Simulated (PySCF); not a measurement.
**Core-level binding energies of `Sc1ccno1`**

Compound: C3H3NOS.
Atom-mapped SMILES: `[SH:1][c:2]1[cH:3][cH:4][n:5][o:6]1`

Computed with PySCF, delta-SCF UKS SCAN, pcX-2 on the ionised atom, pcseg-1 elsewhere, spin-free X2C. Binding energies are ΔSCF values: E(core-ionised, relaxed orbitals) − E(ground state) at a fixed geometry, referred to the vacuum level.

Task: What binding energy does each computed site have?

Result: 
```
atom(s)                                                     bonded to  level  binding energy (eV)  above the level's lowest (eV)  count
     S1                                                       C and H   S 1s              2478.53                           0.00      1
     C2  O (aromatic in the SMILES), S and C (aromatic in the SMILES)   C 1s               293.08                          +2.25      1
     C3                            2 C (aromatic in the SMILES) and H   C 1s               290.83                           0.00      1
     C4  N (aromatic in the SMILES), C (aromatic in the SMILES) and H   C 1s               291.77                          +0.94      1
     N5     O (aromatic in the SMILES) and C (aromatic in the SMILES)   N 1s               405.88                           0.00      1
     O6     N (aromatic in the SMILES) and C (aromatic in the SMILES)   O 1s               540.44                           0.00      1
```

The listed C 1s values span 2.25 eV, from C3 (bonded to 2 C (aromatic in the SMILES) and H) to C2 (bonded to O (aromatic in the SMILES), S and C (aromatic in the SMILES)).

Task: What is the longest wavelength that can ionise N 1s of N5 vertically?

Result: λ = hc/E = 12398.42 eV Å / 405.88 eV = 30.547 Å.

Task: Which effective nuclear charge Zeff reproduces each element's mean 1s value in the hydrogen-like formula E = 13.606 eV × Zeff²?

Result: C (Z = 6): mean 291.9 eV, Zeff = 4.63, Z − Zeff = 1.37; N (Z = 7): mean 405.9 eV, Zeff = 5.46, Z − Zeff = 1.54; O (Z = 8): mean 540.4 eV, Zeff = 6.30, Z − Zeff = 1.70; S (Z = 16): mean 2478.5 eV, Zeff = 13.50, Z − Zeff = 2.50. Means run over the listed sites, weighted by atom count.

Not every level is listed. The structure is a single PBE0-D3(BJ)/def2-SVP conformer in the gas phase; no vibrational or solvent corrections.

Shape of the structure used: `[SH:1][c:2]1[cH:3][cH:4][n:5][o:6]1`: H–S1–C2–C3 179°.
